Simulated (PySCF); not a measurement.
Geometries of 3 isomers of C4H5NO, from PBE0-D3(BJ)/def2-SVP geometry optimisation, gas phase (PySCF 2.14.0). One conformer each, no zero-point energy, no frequencies.

Question: Which is lowest in electronic energy at this level?
A.
```xyz
11
angstrom
C     -2.394    0.205    0.042
C     -0.982   -0.124    0.007
C      0.194   -0.422   -0.022
C      1.598   -0.830   -0.057
N      2.472    0.211   -0.017
O      1.942   -1.992   -0.116
H     -2.828   -0.056    1.020
H     -2.944   -0.357   -0.729
H     -2.562    1.279   -0.130
H      3.462    0.003   -0.036
H      2.158    1.168    0.037
```
B.
```xyz
11
angstrom
C      2.931    0.137   -0.370
C      1.816   -0.097    0.042
C      0.485   -0.409    0.567
O      0.308   -1.186    1.484
N     -0.520    0.247   -0.065
C     -1.889    0.059    0.336
H      3.925    0.335   -0.728
H     -0.287    0.898   -0.803
H     -2.135   -1.013    0.374
H     -2.083    0.477    1.337
H     -2.550    0.552   -0.388
```
C.
```xyz
11
angstrom
C     -1.528    0.109   -0.028
C     -0.047   -0.032    0.035
C      0.955    0.929   -0.298
N      2.164    0.464   -0.125
O      2.011   -0.809    0.324
C      0.711   -1.100    0.418
H     -1.879    0.932    0.613
H     -1.867    0.324   -1.053
H     -2.029   -0.811    0.305
H      0.824    1.950   -0.660
H      0.466   -2.100    0.770
```

Answer: A. That is `C(C(=O)N)#CC`, 3.0 kcal/mol below the next.

| SMILES | atoms numbered as above | E (Eh) | relative (kcal/mol) | relative (kJ/mol) | dipole (D) |
| --- | --- | --- | --- | --- | --- |
| CC#CC(N)=O | [CH3:1][C:2]#[C:3][C:4]([NH2:5])=[O:6] | -284.83084 | 0.0 | 0.0 | 4.24 |
| Cc1cnoc1 | [CH3:1][c:2]1[cH:3][n:4][o:5][cH:6]1 | -284.82612 | 3.0 | 12.4 | 3.33 |
| C#CC(=O)NC | [CH:1]#[C:2][C:3](=[O:4])[NH:5][CH3:6] | -284.81125 | 12.3 | 51.4 | 3.89 |
